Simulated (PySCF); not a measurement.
Record of a relaxation.

Compound: H₆SSi₂.
Atom-mapped SMILES: `[SiH3:1][S:2][SiH3:3]` (hydrogens: H4, H5, H6 on Si1; H7, H8, H9 on Si3)

Method: PBE0-D3(BJ)/def2-SVP geometry optimisation, gas phase (PySCF); density fitting, grid level 1; the optimiser is geomeTRIC in internal coordinates, started from a GFN2-xTB structure with every atom displaced at random (about 0.01 Å). The frame can shift and turn from step to step; on so coarse a grid that alone can change the energy by a few meV, and forces under 0.02 eV/Å are noise.

Step 0: E = -26670.3823 eV, largest atomic force 1.810 eV/Å
```
atom  x, y, z in Å  |  force x, y, z in eV/Å
Si1     1.616    0.489    0.288   -1.487   0.645  -0.587
S2     -0.006    0.608   -1.149    0.214   0.068  -0.145
Si3    -1.613   -0.498   -0.239    1.607   0.536   0.636
H4      1.972   -0.884    0.494    0.441  -1.100   0.294
H5      2.656    1.260   -0.365    0.686   0.356  -0.171
H6      1.133    1.122    1.529    0.118   0.104   0.441
H7     -1.123   -1.863   -0.001   -0.125  -0.525   0.116
H8     -2.642   -0.407   -1.217   -1.159  -0.052  -0.782
H9     -1.935    0.154    1.053   -0.295  -0.033   0.197
```

Step 1: E = -26670.5589 eV, largest atomic force 0.333 eV/Å
```
atom  x, y, z in Å  |  force x, y, z in eV/Å
Si1     1.365    0.585    0.311    0.235  -0.171  -0.105
S2     -0.091    0.609   -1.269   -0.050  -0.011   0.171
Si3    -1.651   -0.538   -0.334   -0.252   0.041  -0.214
H4      1.814   -0.819    0.592   -0.063   0.094   0.017
H5      2.510    1.367   -0.227    0.046   0.043   0.033
H6      0.882    1.194    1.583   -0.106   0.024  -0.018
H7     -1.250   -1.952   -0.084    0.075  -0.009   0.019
H8     -2.777   -0.502   -1.316    0.036  -0.043   0.051
H9     -2.111    0.071    0.949    0.077   0.033   0.046
```

Step 2: E = -26670.5694 eV, largest atomic force 0.074 eV/Å
```
atom  x, y, z in Å  |  force x, y, z in eV/Å
Si1     1.374    0.578    0.303    0.053  -0.046  -0.023
S2     -0.094    0.613   -1.267   -0.004   0.014   0.020
Si3    -1.661   -0.533   -0.341   -0.060   0.012  -0.031
H4      1.804   -0.823    0.598   -0.008   0.015   0.007
H5      2.530    1.366   -0.209   -0.010   0.000   0.010
H6      0.852    1.189    1.561   -0.028   0.012  -0.008
H7     -1.231   -1.941   -0.089    0.013   0.000   0.008
H8     -2.798   -0.513   -1.305    0.022  -0.011   0.010
H9     -2.086    0.079    0.953    0.022   0.003   0.006
```

Step 3: E = -26670.5702 eV, largest atomic force under 0.02 eV/Å
```
atom  x, y, z in Å  |  force x, y, z in eV/Å
Si1     1.373    0.572    0.300   -0.002  -0.006   0.006
S2     -0.094    0.615   -1.270    0.002   0.008  -0.017
Si3    -1.660   -0.529   -0.342   -0.002   0.001   0.007
H4      1.799   -0.827    0.599    0.002  -0.002   0.003
H5      2.531    1.363   -0.202    0.000  -0.001   0.001
H6      0.835    1.185    1.552   -0.001   0.002  -0.001
H7     -1.221   -1.934   -0.087   -0.002   0.000   0.005
H8     -2.799   -0.517   -1.301    0.002  -0.003  -0.002
H9     -2.074    0.086    0.955    0.002   0.000   0.000
```

Step 4: E = -26670.5703 eV, largest atomic force under 0.02 eV/Å
```
atom  x, y, z in Å  |  force x, y, z in eV/Å
Si1     1.371    0.570    0.299   -0.004   0.001   0.005
S2     -0.094    0.616   -1.273    0.002   0.001  -0.011
Si3    -1.658   -0.527   -0.342    0.003   0.000   0.006
H4      1.797   -0.830    0.598    0.001  -0.002   0.001
H5      2.530    1.362   -0.199    0.002  -0.002   0.000
H6      0.830    1.182    1.550    0.001   0.001  -0.001
H7     -1.218   -1.931   -0.083   -0.002   0.000   0.003
H8     -2.798   -0.519   -1.300   -0.001  -0.002  -0.002
H9     -2.071    0.090    0.954   -0.001   0.002  -0.002
```

Question: Summarise the path.

Answer: The energy falls by 18.13 kJ/mol from step 0 to step 4; nine tenths of that is first reached at step 1. It falls at every step. The largest force goes from 1.810 to under 0.02 eV/Å. Among the bonds Si3–H8 changes most, from 1.423 to 1.489 Å; the atoms move by 0.075 Å rms after alignment.

Question: Follow the three bonds and two angles with the largest change from start to end.

Answer: 
```csv
step,E above end (kJ/mol),largest force (eV/Å),Si3–H8 (Å),Si1–H4 (Å),Si1–H5 (Å),Si1–S2–Si3 (°),H7–Si3–H8 (°)
0,18.13,1.810,1.423,1.433,1.451,104.5,114.3
1,1.10,0.333,1.494,1.500,1.488,99.5,109.6
2,0.08,0.074,1.491,1.495,1.490,100.0,109.9
3,0.01,under 0.02,1.490,1.494,1.490,99.8,110.0
4,0.00,under 0.02,1.489,1.494,1.489,99.7,110.0
```

The cost below is that of the whole optimisation. The run took 10 s on one thread, Arm Neoverse V1 (aarch64) (shared host), and the process peaked at 0.36 GiB of memory.
